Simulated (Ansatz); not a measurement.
hcp Tc was calculated with PBE (PAW; Ansatz, a program for electronic structure).

Settings: plane-wave cutoff 520 eV, 18×18×12 k mesh (along the axes of the cell as run), Fermi–Dirac smearing 0.1 eV, perturbation theory, no spin polarisation, scalar-relativistic PAW data made under PBE.

Computed at the level's own relaxed cell.

```cif
data_Tc2
_chemical_formula_sum 'Tc2'
_space_group_name_H-M_alt 'P63/mmc'
_space_group_IT_number 194
_space_group_name_Hall '-P 6c 2c'
_cell_length_a 2.75186
_cell_length_b 2.75186
_cell_length_c 4.40349
_cell_angle_alpha 90.000
_cell_angle_beta 90.000
_cell_angle_gamma 120.000
loop_
_atom_site_label
_atom_site_type_symbol
_atom_site_symmetry_multiplicity
_atom_site_Wyckoff_symbol
_atom_site_fract_x
_atom_site_fract_y
_atom_site_fract_z
_atom_site_occupancy
Tc1 Tc 2 c 0.33333 0.66667 0.25000 1
```

Harmonic phonon frequencies (cm⁻¹; i marks an imaginary mode):

```
q point              frequencies
-------  -----------------------
Γ               0 0 0 81 137 137
M                            ___
K        163 181 182 182 219 219
A            98 98 98 98 203 203
L        118 118 139 139 210 210
H          58 58 187 187 218 218
```

### Question
What belongs in the gaps?

### Answer

- M, frequencies: 117 128 146 196 224 231

No imaginary mode appears at these points.
